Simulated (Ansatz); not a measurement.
## Relaxing molybdenum (bcc)

Computed with DFT, PBE, plane waves (420 eV) with PAW, scalar-relativistic in Ansatz 0.2.0.

k-point mesh 14×14×14, Fermi-Dirac smearing 0.1 eV, no spin polarisation. Cell and atoms relax.

Starting structure:

```cif
data_structure
_symmetry_space_group_name_H-M 'P 1'
_symmetry_Int_Tables_number 1
_cell_length_a 2.7256
_cell_length_b 2.7256
_cell_length_c 2.7256
_cell_angle_alpha 109.471
_cell_angle_beta 109.471
_cell_angle_gamma 109.471
_cell_volume 15.59
loop_
_atom_site_label
_atom_site_type_symbol
_atom_site_fract_x
_atom_site_fract_y
_atom_site_fract_z
_atom_site_occupancy
Mo1 Mo 0.00000 0.00000 0.00000 1
```

**Question.** The pressure at the start is 3.9 GPa. By how much does the volume change?

**Answer.** From 15.59 to 15.82 Å³ per atom, 1.5 %. The final cell has a = 3.163 Å.

**Question.** How much energy does the relaxation gain?

**Answer.** 2.8 meV per atom.

Path of the relaxation (the plane waves are chosen anew near the end, which can shift the energy a little):

```csv
step,E − E(final) (meV/atom),V (Å³/atom),P (GPa),max force (eV/Å)
0,2.80,15.588,3.93,0.000
1,0.08,15.829,-0.17,0.000
2,0.07,15.819,0.00,0.000
3,0.00,15.819,0.00,0.000
```
